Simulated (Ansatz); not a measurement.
System: rock-salt HfN. Method: r²SCAN+SOC (Ansatz, an electronic-structure program, PAW).

Run with plane-wave cutoff 560 eV, 22×22×22 k mesh, Fermi–Dirac smearing 0.05 eV, PAW data made under PBE.

Pressure at four volumes; x = ln(V/11.568 Å³). One pressure is withheld.

```json
[
 {"V (Å³/atom)": "10.874", "x": "-0.0619", "P (GPa)": "19.88"},
 {"V (Å³/atom)": "11.568", "x": "0.0000", "P (GPa)": "0.00"},
 {"V (Å³/atom)": "12.031", "x": "0.0392", "P (GPa)": "-10.18"},
 {"V (Å³/atom)": "12.262", "x": "0.0583", "P (GPa)": "?"}
]
```

### Question
Pass a parabola P(x) through the three rows shown, estimate the bulk modulus and its pressure derivative near zero pressure, and predict the withheld pressure.

### Answer
Slopes between the rows: (0.00 − (19.88))/(0.0000 − (-0.0619)) = -321.16 and (-10.18 − (0.00))/(0.0392 − (0.0000)) = -259.69 GPa. Their difference over the span 0.1011 is c = 61.47/0.1011 = 608.0 GPa, so P(x) = 19.88 + (-321.16)(x − (-0.0619)) + 608.0 (x − (-0.0619))(x − (0.0000)). At the middle row B = −dP/dx = −[-321.16 + 608.0 × 0.0619] = 283.5 GPa, and B′ = dB/dP = 2c/B = 4.3. At x = 0.0583 the parabola gives -14.46 GPa; the run gives -14.52 GPa. The Birch–Murnaghan fit to the energies at all volumes has B0 = 282 GPa and B′ = 4.2.

Measured, for comparison: bulk modulus 260 GPa (room temperature, no zero-point or thermal correction, sources range from 260 to 306; as tabulated in Synthesis of Binary Transition Metal Nitrides, Carbides and Borides from the …). Computed less measured: bulk modulus +8 % (inside the range of the sources held).
